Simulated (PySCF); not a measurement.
**Sulfur: a sound run and one with changed settings**

Sound run: S [Ne] 3s2 3p4, S⁺ [Ne] 3s2 3p3. Calculation: PySCF 2.14, in def2-SVP (4s3p1d, 18 functions); no relativity, point nucleus. The sound run starts from symmetry-adapted Hartree-Fock orbitals and uses a fine grid where one is needed.

Changed run: 26 angular points. This setting is unsound on purpose.

```csv
species,method,sound run (hartree),changed run (hartree),converged
S,UHF,-397.36640,-397.36640,yes
S,BP86,-398.01325,-398.01300,yes
S,B3LYP,-397.99516,-397.99493,yes
S⁺,UHF,-397.02866,-397.02866,yes
S⁺,BP86,-397.62644,-397.62644,yes
S⁺,B3LYP,-397.61142,-397.61142,yes
```

Ionisation energy of S:

```csv
method,sound run (eV),changed run (eV)
UHF,9.190,9.190
BP86,10.526,10.519
B3LYP,10.442,10.436
```

A coarse angular grid integrates products of high-l functions wrongly, so density functionals can shift, and the SCF can exploit the error; Hartree-Fock and MP2 need no grid.

For comparison, NIST gives 10.360 eV between the lowest levels.
